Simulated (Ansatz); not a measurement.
**AlHClO (doublet): wave-function methods side by side, cc-pVDZ**

An exercise on one series of results from a longer session: the logs are not shown, and one member is left open.

The runs use Ansatz 0.2.0, Gaussian basis; cc-pVDZ, core rule «outside noble gas», up to 11 orbitals frozen.

The runs, in order: UHF; CCSD(T) on ROHF; CCSD(T) on UHF; BCCD(T) on ROHF; CISD as a restricted active space (open shells left free, so some higher excitations enter); CCSDT(Q) on ROHF; CCSDT(Q) on UHF.

8 further runs of the same task are left out: 5 for a known fault of the program, 3 set aside as unsound or not needed. Runs told in other sessions of the task aren't counted.

### The system

The geometry is a PBE0/def2-TZVP stationary point (not a proven minimum).

4 atoms, charge 0, spin multiplicity 2.

Atoms are counted from 1 here; the program's logs count them from 0.

Bond lengths: Al1–O2 1.591 Å, Al1–H4 1.563 Å. Angles: O2–Al1–H4 180.0°.

Set-up of the first run:

The input, in.yaml:

```yaml
crystal:
  periodic: [false, false, false]
  atoms:
    - {symbol: Al, position_ang: [0.000000, 0.000000, 0.988575]}
    - {symbol: O, position_ang: [0.000000, 0.000000, -0.602625]}
    - {symbol: Cl, position_ang: [0.000000, 0.000000, -2.938025]}
    - {symbol: H, position_ang: [0.000000, 0.000000, 2.552075]}
basis:
  gaussian: {orbitals: cc-pVDZ}
magnetization: {spin_polarized: true, initial_magnetization: 1}
hamiltonian: {xc: hf}
output: {orbitals: {seedname: orbitals}}
```

Launch:

```bash
> ansatz run in.yaml --threads 1 --pin off --events-out ev --progress --plain --max-ram 4096MiB --backend cpu
```

Among the steps run: UHF; CCSD(T) on ROHF; CCSD(T) on UHF; BCCD(T) on ROHF; CISD as a restricted active space (open shells left free, so some higher excitations enter); CCSDT(Q) on ROHF; CCSDT(Q) on UHF.

One of the session's tables, all rows but one given; the rest of the session is left out.

| method | from RCCSDT(Q) (kcal/mol) |
| --- | --- |
| ROHF | +262.35 |
| UHF | +259.59 |
| RMP2 | +20.12 |
| UMP2 | +20.67 |
| CISD | +37.03 |
| RCCSD | +9.23 |
| UCCSD | +9.16 |
| RCCSD(T) | ? |
| UCCSD(T) | +1.28 |
| BCCD(T) | +1.06 |
| RCCSDT | +0.56 |
| UCCSDT | +0.55 |
| RCCSDT(Q) | 0 |
| UCCSDT(Q) | -0.66 |

Q: Estimate the row for RCCSD(T) from the others.

The run gave: from RCCSDT(Q) (kcal/mol): +1.29. In the column «from RCCSDT(Q) (kcal/mol)» it lies between UCCSD(T) (+1.28) and UCCSD (+9.16).

Limits of these values: Restricted and unrestricted rows rest on different reference determinants; a gap between their highest levels can come from leftover correlation error, from unlike frozen cores or from another state.
